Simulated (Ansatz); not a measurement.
Relaxation of H$_{4}$OSi (6 atoms, charge 0, multiplicity 1), to a largest force component of 0.02 eV/Å in at most 40 steps.

All numbers below come from RKS PBE-D4/def2-SVP in Ansatz 0.2.0.

```xyz
6
Properties=species:S:1:pos:R:3:forces:R:3
Si 0.000 0.000 0.000 -0.28 -0.46 -0.36
H 0.000 0.000 1.460 0.03 0.06 0.93
H 1.377 0.000 -0.486 0.76 0.04 -0.27
H -0.688 1.191 -0.486 -0.32 0.79 -0.25
O -0.791 -1.371 -0.559 -0.85 -1.06 1.30
H -1.246 -1.837 0.213 0.66 0.63 -1.35
```

Q: Where does it end, and by what steps?

A: The run converged. After 6 steps the energy has fallen by 0.131 eV; H6 moved furthest, 0.38 Å.

```csv
step,energy less start (eV),largest force component (eV/Å),accepted
0,0.0000,1.353,yes
1,-0.0918,0.495,yes
2,-0.1034,0.098,yes
3,-0.1204,0.188,yes
4,-0.1238,0.173,yes
5,-0.1302,0.067,yes
6,-0.1307,0.012,yes
```

```xyz
6
Properties=species:S:1:pos:R:3
Si 0.026 -0.034 0.053
H 0.134 0.117 1.552
H 1.394 0.030 -0.554
H -0.804 1.118 -0.461
O -0.603 -1.528 -0.395
H -1.494 -1.720 -0.054
```

Whether the end is a true minimum wasn't checked by a vibrational analysis.

Run time: 7.5 s on 1 thread of Arm Neoverse V1 (shared host), peak memory 0.1 GiB.
